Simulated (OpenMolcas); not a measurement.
**BH3O2 (SMILES OBO) at 6 levels**

Aim: a comparison of 6 runs (HF/def2-TZVP, BLYP/def2-TZVP, M06-2X/def2-TZVP, PBE/def2-TZVP, SVWN5/def2-TZVP, TPSS/def2-TZVP) of BH3O2. 

The results are computed with OpenMolcas 26.06.

1 further run of the same task is left out (set aside as unsound or not needed).

**1. The system as given**

BH3O2: 6 atoms, total charge 0, spin state singlet. SMILES: `OBO`. One bond was lengthened or shortened from a relaxed shape.

Bond lengths: O1–B2 1.763 Å, B2–O3 1.356 Å, O1–H4 0.958 Å, B2–H5 1.204 Å, O3–H6 0.958 Å. Angles: O1–B2–O3 116.8°, O1–B2–H5 121.6°, O3–B2–H5 121.6°, B2–O1–H4 112.7°, B2–O3–H6 112.7°.

**2. A single-point energy at HF/def2-TZVP (run 1)**

Contents of geom.xyz:

```xyz
6

O     -1.543939    -0.690293    -0.305474
B      0.049500     0.028100    -0.072900
O      0.580600    -0.053800     1.172500
H     -1.862439    -0.599293    -1.204274
H      0.637800     0.565600    -0.976100
H      1.445200     0.354100     1.232800
```

Contents of calc.input:

```
* BH3O2 Hartree-Fock
&GATEWAY
BasLib
$CurrDir
Coord
geom.xyz
Basis
def2-TZVP
Group
NoSym
&SEWARD
&SCF
Thresholds
1e-10 1e-07 1e-07 1e-05
PrOrbitals
1 1
```

The basis set def2-TZVP is read from a file made from the Basis Set Exchange's data (not shown).

Launch:

```
$ export MOLCAS_MEM=1860
$ pymolcas calc.input > calc.log
```

Output:

```text
--- Start Module: gateway ---
[...]
--- Stop Module: gateway /rc=_RC_ALL_IS_WELL_ ---
--- Start Module: seward ---
[...]
      Basis functions          111
--- Stop Module: seward /rc=_RC_ALL_IS_WELL_ ---
[...]
--- Start Module: scf ---
[...]
       Convergence after  14 Iterations
[...]
::    Total SCF energy                               -176.2673635865
[...]
      Total spin, S                                     0.0000000000
[...]
      Total electronic charge=   24.000000
      Total            charge=   -0.000000
[...]
      Dipole Moment (debye):
      Origin of the operator (angstrom)=   -0.3181   -0.2449    0.2631
                   X=  3.0792E+00               Y=  1.9174E+00               Z= -1.4737E+00           Total=  3.9153E+00
      Quadrupole Moment (debye*angstrom):
[...]
--- Stop Module: scf /rc=_RC_ALL_IS_WELL_ ---
[...]
```

Wall time 11 s (1 thread of Intel Xeon 6975P-C (Granite Rapids), shared host); peak memory 0.66 GiB.

**3. A single-point energy at BLYP/def2-TZVP (run 2)**

Contents of input.xyz:

```xyz
6

O     -1.543939    -0.690293    -0.305474
B      0.049500     0.028100    -0.072900
O      0.580600    -0.053800     1.172500
H     -1.862439    -0.599293    -1.204274
H      0.637800     0.565600    -0.976100
H      1.445200     0.354100     1.232800
```

Contents of run.input:

```
* BH3O2 Kohn-Sham DFT

&GATEWAY
  BasLib
  $CurrDir
  Coord
  input.xyz
  Basis
  def2-TZVP
  Group
  NoSym

&SEWARD
  GridInput
  Grid=UltraFine
  End of Grid

&SCF
  KSDFT
  BLYP
  Thresholds
  1e-10 1e-07 1e-07 1e-05
  PrOrbitals
  1 2
```

The basis set def2-TZVP is read from a file made from the Basis Set Exchange's data (not shown).

Launch:

```
$ export MOLCAS_MEM=1860
$ pymolcas run.input > run.log
```

Output:

```text
--- Start Module: gateway ---
[...]
--- Stop Module: gateway /rc=_RC_ALL_IS_WELL_ ---
--- Start Module: seward ---
[...]
      Basis functions          111
--- Stop Module: seward /rc=_RC_ALL_IS_WELL_ ---
[...]
--- Start Module: scf ---
[...]
       Convergence after  17 Iterations
[...]
::    Total KS-DFT energy                            -177.1877770524
[...]
      Total spin, S                                     0.0000000000
[...]
      Total electronic charge=   24.000000
      Total            charge=   -0.000000
[...]
      Dipole Moment (debye):
      Origin of the operator (angstrom)=   -0.3181   -0.2449    0.2631
                   X=  2.5848E+00               Y=  1.5671E+00               Z= -1.0827E+00           Total=  3.2107E+00
      Quadrupole Moment (debye*angstrom):
[...]
--- Stop Module: scf /rc=_RC_ALL_IS_WELL_ ---
[...]
```

Run time: 26 s. Hardware: 1 thread of Intel Xeon 6975P-C (Granite Rapids), shared host; peak memory 0.66 GiB.

**4. A single-point energy at M06-2X/def2-TZVP (run 3)**

input.xyz is that of step 3.

Contents of run.inp:

```
* BH3O2 Kohn-Sham DFT

&GATEWAY
  BasLib=$CurrDir
  Coord=input.xyz
  Basis=def2-TZVP
  Group=NoSym

&SEWARD
  GridInput
  Grid=UltraFine
  End of Grid

&SCF
  KSDFT=M062X
  Thresholds=1e-10 1e-07 1e-07 1e-05
  PrOrbitals=1 1
```

The basis set def2-TZVP is read from a file made from the Basis Set Exchange's data (not shown).

Launch:

```
$ export MOLCAS_MEM=1860
$ pymolcas run.inp > run.log
```

Output:

```text
--- Start Module: gateway ---
[...]
--- Stop Module: gateway /rc=_RC_ALL_IS_WELL_ ---
--- Start Module: seward ---
[...]
      Basis functions          111
--- Stop Module: seward /rc=_RC_ALL_IS_WELL_ ---
[...]
--- Start Module: scf ---
[...]
       Convergence after  13 Iterations
[...]
::    Total KS-DFT energy                            -177.1469630711
[...]
      Total spin, S                                     0.0000000000
[...]
      Total electronic charge=   24.000000
      Total            charge=   -0.000000
[...]
      Dipole Moment (debye):
      Origin of the operator (angstrom)=   -0.3181   -0.2449    0.2631
                   X=  2.8828E+00               Y=  1.7703E+00               Z= -1.2896E+00           Total=  3.6205E+00
      Quadrupole Moment (debye*angstrom):
[...]
--- Stop Module: scf /rc=_RC_ALL_IS_WELL_ ---
[...]
```

Wall time 28 s (1 thread of Intel Xeon 6975P-C (Granite Rapids), shared host); peak memory 0.66 GiB.

Runs 4 to 5 aren't shown in full; the table further down has their settings and results.

**5. A single-point energy at TPSS/def2-TZVP (run 6)**

Contents of mol.xyz:

```xyz
6

O     -1.543939    -0.690293    -0.305474
B      0.049500     0.028100    -0.072900
O      0.580600    -0.053800     1.172500
H     -1.862439    -0.599293    -1.204274
H      0.637800     0.565600    -0.976100
H      1.445200     0.354100     1.232800
```

Contents of mol.input:

```
&GATEWAY
 BasLib=$CurrDir
 Coord=mol.xyz
 Basis=def2-TZVP
 Group=NoSym

&SEWARD
 GridInput
 Grid=UltraFine
 End of Grid

&SCF
 KSDFT=2
 1.0 MGGA_X_TPSS
 1.0 MGGA_C_TPSS
 Thresholds=1e-10 1e-07 1e-07 1e-05
 PrOrbitals=1 2
```

The basis set def2-TZVP is read from a file made from the Basis Set Exchange's data (not shown).

Launch:

```
$ export MOLCAS_MEM=1860
$ pymolcas mol.input > mol.log
```

Output:

```text
--- Start Module: gateway ---
[...]
--- Stop Module: gateway /rc=_RC_ALL_IS_WELL_ ---
--- Start Module: seward ---
[...]
      Basis functions          111
--- Stop Module: seward /rc=_RC_ALL_IS_WELL_ ---
[...]
--- Start Module: scf ---
[...]
       Convergence after  16 Iterations
[...]
::    Total KS-DFT energy                            -177.2405399731
[...]
      Total spin, S                                     0.0000000000
[...]
      Total electronic charge=   24.000000
      Total            charge=   -0.000000
[...]
      Dipole Moment (debye):
      Origin of the operator (angstrom)=   -0.3181   -0.2449    0.2631
                   X=  2.6069E+00               Y=  1.5793E+00               Z= -1.0877E+00           Total=  3.2363E+00
      Quadrupole Moment (debye*angstrom):
[...]
--- Stop Module: scf /rc=_RC_ALL_IS_WELL_ ---
[...]
```

It took 34 s on 1 thread of Intel Xeon 6975P-C (Granite Rapids), shared host; peak memory 0.66 GiB.

**6. The series**

| run | level | integration grid | energy (Eh) | dipole moment (D) | HOMO energy (eV) | LUMO energy (eV) | wall time |
| --- | --- | --- | --- | --- | --- | --- | --- |
| 1 | HF/def2-TZVP | – | -176.267364 | 3.92 | -12.60 | 2.95 | 11 s |
| 2 | BLYP/def2-TZVP | UltraFine | -177.187777 | 3.21 | -6.48 | -1.20 | 26 s |
| 3 | M06-2X/def2-TZVP | UltraFine | -177.146963 | 3.62 | -9.98 | 0.56 | 28 s |
| 4 | PBE/def2-TZVP | UltraFine | -177.016803 | 3.17 | -6.58 | -1.30 | 26 s |
| 5 | SVWN5/def2-TZVP | UltraFine | -175.846500 | 3.27 | -6.79 | -1.57 | 19 s |
| 6 | TPSS/def2-TZVP | UltraFine | -177.240540 | 3.24 | -6.64 | -1.09 | 34 s |

**7. Summary of results**

```
            quantity          value
 run 6: total energy  -177.24054 Eh
run 6: dipole moment         3.24 D
  run 6: HOMO energy       -6.64 eV
  run 6: LUMO energy       -1.09 eV
run 6: HOMO–LUMO gap        5.55 eV
```

The dipole moment (its size) runs from 3.17 D (PBE/def2-TZVP) to 3.92 D (HF/def2-TZVP). The HOMO–LUMO gap runs from 5.21 eV (SVWN5/def2-TZVP) to 15.55 eV (HF/def2-TZVP). Exact exchange widens orbital gaps. Totals of different functionals can't be ranked against each other. All runs together took 2.4 min, the longest 34 s.
